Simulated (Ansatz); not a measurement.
**How far each method lies from UCCSDT(Q) for Br, doublet**

A free Br atom.

Basis def2-TZVPP; Ansatz 0.2.0. Only valence electrons are correlated (noble-gas cores and the filled d shells of p-block atoms frozen), which leaves 7 electrons in 34 orbitals. Prefix R: restricted or restricted open-shell reference; prefix U: unrestricted. Active spaces: valence = (7e, 4o) chosen from the atoms' valence shells. No spin–orbit coupling is included, and no scalar relativity.

Full CI isn't at hand for all of this; UCCSDT(Q) serves as the reference, and is uncertain by about the last step of the cluster series. The frozen core follows each run's orbitals, which can shift R against U totals by a few meV for light atoms and by up to 0.1 eV past Ca.

The UHF ⟨S²⟩ is 0.759. The T1 diagnostic (RCCSD) is 0.0129, the largest doubles amplitude (RCCSD) is 0.047 and the T1 diagnostic (UCCSD) is 0.0065.

**Question.** From what is known of these methods and the diagnostics, rank them by the size of their error in total energy against UCCSDT(Q) in def2-TZVPP, smallest first (an estimate: the text doesn't fix the numbers).
A. UCCSD
B. UCCSD(T)
C. UCCSDT
D. UHF
E. UMP2

**Answer.** C (0.11 mEh), B (0.66 mEh), A (5.23 mEh), E (24.84 mEh), D (158.91 mEh).

All errors are against UCCSDT(Q) in def2-TZVPP. Within each family the higher level lies nearer, as is usual though not guaranteed.

Natural occupations of CASSCF (valence space) about the gap: 2.000 2.000 2.000 1.000; effectively unpaired electrons, Σ n²(2−n)², 1.00.
